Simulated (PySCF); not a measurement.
**Bond length, frequency and bond energy of CH by level of theory**

State: ²Π (doublet), unpaired electrons π ↑. Set-up: PySCF, no relativity, basis sets H pcseg-2, C pcseg-2. De refers to H + C in their high-spin ground configurations, without counterpoise correction. The functionals are run spin-unrestricted. A positive dipole means H(−)C(+).

```csv
Level,Re (Å),ωe (cm⁻¹),De (eV),μ (D),"CPU s a point (SCF and correlation, without the integrals)"
UHF,1.105,3039,2.47,-1.67,0.089
UHF-MP2,1.111,2969,3.40,n/a,0.13
UHF-SCS-MP2,1.112,2959,3.53,n/a,n/a
UHF-CCSD,1.118,2887,3.52,n/a,n/a
UHF-CCSD(T),1.119,2870,3.55,n/a,1.3
PBE,1.137,2729,3.66,-1.48,0.35
revPBE,1.138,2720,3.60,-1.46,0.23
PW91,1.135,2738,3.67,-1.48,0.25
r²SCAN,1.126,2812,3.53,-1.54,0.56
B3LYP,1.123,2828,3.69,-1.54,0.42
PBE0,1.125,2846,3.59,-1.55,0.52
ωB97X,1.119,2896,3.61,-1.61,0.39
```

Question: Which functional lies closest to UHF-CCSD(T) in De, which farthest, and by how much do they differ from it?

Answer: Closest is r²SCAN (+0.7 pm in Re, -2.0 % in ωe, -0.02 eV in De against UHF-CCSD(T) in the same basis), farthest B3LYP (+0.4 pm in Re, -1.5 % in ωe, +0.14 eV in De). CCSD(T) converges more slowly with the basis than the functionals do and binds too weakly in this one, so the order can change at the basis-set limit.

Question: What does a quarter of exact exchange do here, going from PBE to PBE0?

Answer: PBE0 less PBE: -1.2 pm in Re, +4.3 % in ωe, -0.07 eV in De. Exact exchange removes part of the self-interaction that spreads semilocal densities, and in most molecules shortens and stiffens the bond and lowers De; so it does here.

Question: What does the step from GGA to meta-GGA do here, going from PBE to r²SCAN?

Answer: r²SCAN less PBE: -1.1 pm in Re, +3.0 % in ωe, -0.13 eV in De. 

Correlated steps freeze 1 core orbital. The state was picked by a PBE0 search and need not be the measured ground state.

The whole job (state search and all levels along the bond) took about 0.91 min on 1 thread of Arm Neoverse V1 (shared host), peak memory 0.53 GiB.
